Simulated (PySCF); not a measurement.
# H3Si: the cost of one run

Computed with PySCF 2.14.0 (relaxation with MP2, HF, cc-pvtz, and further levels as typed in the inputs, unless a step's input says otherwise).

### 1 Starting point

Bond lengths: Si1–H2 1.448 Å, Si1–H3 1.474 Å, Si1–H4 1.463 Å. Angles: H2–Si1–H3 119.6°, H2–Si1–H4 121.5°, H3–Si1–H4 118.9°.

Structure file:

```xyz
4

Si    0.0098   -0.0110   -0.0118
H     1.4579    0.0149    0.0024
H    -0.7402    1.2572    0.0063
H    -0.7316   -1.2720   -0.0023
```

### 2 Relaxation with MP2: H3Si, charge +1

run.py reads:

```python
from pyscf import gto, mp, scf
mol = gto.M(atom="mol.xyz", basis="cc-pvtz", charge=1, verbose=4)
mf = scf.RHF(mol).run(conv_tol=1e-9)
from pyscf.geomopt.geometric_solver import optimize
m = optimize(mp.MP2(mf, frozen=5), maxsteps=60)
print("optimised structure (A):")
for k in range(m.natm): print(m.atom_symbol(k), *(f"{x:.8f}" for x in m.atom_coords(unit="A")[k]))
```

Started as:

```sh
python run.py
```

**Question.** How long does this run take on 2 threads of Arm Neoverse N1, shared host?

About 21 s.
